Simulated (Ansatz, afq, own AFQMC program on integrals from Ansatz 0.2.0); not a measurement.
# Where AFQMC and coupled cluster stand for CH7Ge, doublet

```xyz
9

Ge   -0.4916    0.0000    0.0000
H    -1.0030    1.4466    0.0000
H    -1.0030   -0.7233    1.2528
H    -1.0030   -0.7233   -1.2528
H     1.3934    0.0000    0.0000
C     2.4834    0.0000    0.0000
H     2.4834   -1.0800    0.0000
H     2.4834    0.5400    0.9353
H     2.4834    0.5400   -0.9353
```

Basis cc-pVDZ. Only valence electrons are correlated. AFQMC by an in-house program on the Cholesky factors that Ansatz 0.2.0 writes for its CCSD(T) run. The CISD trial takes its coefficients from CCSD amplitudes. Released means that phaseless walkers are propagated on without the constraint, phases kept. ± is one standard error of the sampling. No spin–orbit coupling.

Determinant: UHF, the one that the program's search chose, which needn't be the lowest solution. The geometry is a point of a scan.

No full CI on the walks' own integrals is used here; CCSDT(Q) serves as the reference and is uncertain by about the last step of the cluster series.

Cautions: no relativity below Rb; no spin-orbit coupling; inner d shell frozen.

- T1 diagnostic: 0.0105
- weight of the determinant in the CISD state: 0.864
- ⟨S²⟩ of the determinant: 0.764
- size of the correlated space: 15 electrons in 61 orbitals

```tsv
level	correlation energy (eV)
MP2	-7.2618
CCSD	-8.5531
CCSD(T)	-8.7528
```

Problem. Estimate where phaseless AFQMC with a CISD trial lies against CCSD(T) on the same integrals.

Solution. 3.3 ± 0.3 kJ/mol below CCSD(T).

Reference: CCSDT(Q), correlation energy -8.789 eV. The released energy is read at 1.50 1/Eh (meV from the phaseless value at times in 1/Eh: 3 ± 3 at 0.24, 8 ± 4 at 0.51, 6 ± 4 at 0.99, 3 ± 5 at 1.50).

```tsv
level	E − E(reference) (kJ/mol)	share of correlation (%)
CCSD(T)	3.5	99.58
CCSDT	0.8	99.91
ph-AFQMC/CISD	0.2 ± 0.3	99.97
released AFQMC	0.5 ± 0.5	99.94
```

A walk keeps the symmetry of its determinant, which the program's search chose and which needn't be the lowest solution, so a lower state of the same spin and another symmetry isn't excluded. Released energies are given only where the last usable release times agree within the noise; a slower fall can still hide under it.
